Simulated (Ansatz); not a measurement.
Molecule (SMILES): Cl[CH]Cl, doublet.
Atoms: C1, Cl2, Cl3, H4. Bonds: C1-Cl2, C1-Cl3, C1-H4.

Basis-set convergence of the optimised C1-H4 bond length at MP2 with Ansatz (a first-principles code). The reference of a correlated method is not its basis-set limit, which lies further on. Cartesian d functions, on some or all atoms, in 6-311G**, 6-311+G**; all else is spherical. Cores are frozen. Open shells are unrestricted. No added dispersion term, no relativity. Reference: the value in def2-QZVPP, 1.0757 Å, itself unsure by roughly 0.0002 Å (its distance from cc-pV(Q+d)Z). Deviations are taken from unrounded values.

```csv
basis,functions,optimised C1-H4 bond length (Å)
cc-pV(D+d)Z,65,1.0926
aug-cc-pV(D+d)Z,96,1.0907
6-311G**,78,1.0801
6-311+G**,90,1.0806
cc-pV(T+d)Z,122,1.0763
aug-cc-pV(T+d)Z,179,1.0769
def2-TZVPP,129,1.0758
def2-TZVPPD,156,1.0762
```

What the diffuse functions change, pair by pair:
- cc-pV(D+d)Z to aug-cc-pV(D+d)Z: 31 more functions, deviation 0.0169 to 0.0150 Å
- 6-311G** to 6-311+G**: 12 more functions, deviation 0.0044 to 0.0049 Å
- cc-pV(T+d)Z to aug-cc-pV(T+d)Z: 57 more functions, deviation 0.0006 to 0.0012 Å
- def2-TZVPP to def2-TZVPPD: 27 more functions, deviation 0.0001 to 0.0005 Å

They bring the value nearer the reference by more than 0.0002 Å in 1 of 4 pairs.
